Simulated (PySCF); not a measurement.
Identify the compound

An unknown has the formula C4H10. Its calculated NMR data are:

1H NMR (600 MHz, computed): δ 1.27 (m, 4H), 0.97 (t, 6H).

13C{1H} NMR (computed): δ 30.9 (CH2, 2C), 17.4 (CH3, 2C).

[PySCF 2.14: geometry: PBE0-D3(BJ)/def2-TZVP; shielding tensors at PBE0/pcSseg-2 (GIAO); a single conformation; fast rotation and ring inversion assumed for equivalent nuclei; no solvent; relativity neglected]

Chemical shifts δ = σref − σ; 1H (σ = 31.52 ppm) and 13C (σ = 186.03 ppm) vs TMS, all at this level.

Question: Deduce the structure.

Answer: 
- The formula gives 0 degrees of unsaturation.
- 2 carbon signals for 4 carbons: some carbons are equivalent by symmetry or fast rotation.
- Carbon types of the structure: 2 × CH2, 2 × CH3, which accounts for all hydrogens.
- δC 30.9: sp3 CH2; saturated and bonded to C and H only.
- δC 17.4: methyl carbon; a saturated carbon with 1 carbon neighbour and no heteroatom attached.
- δH 1.27: hydrogen on an sp3 CH2; far from electronegative atoms and π systems.
- δH 0.97: hydrogen on a methyl carbon; far from electronegative atoms and π systems.

Structure: `CCCC`.

Shifts are as computed. Against solution values, carbons near 30 ppm lie about +3 ppm off and those near 130 ppm about +9 ppm. Of 1211 compounds with measured shifts, 218 miss one by over three times the rms of a fit or turn the order of signals round; such compounds aren't used in these exercises. No couplings were computed; multiplicities are counted from neighbouring protons, with m where these are inequivalent, close in shift, in a saturated or five-membered ring or joined by F or P, and br s for small geminal =CH2 splittings.
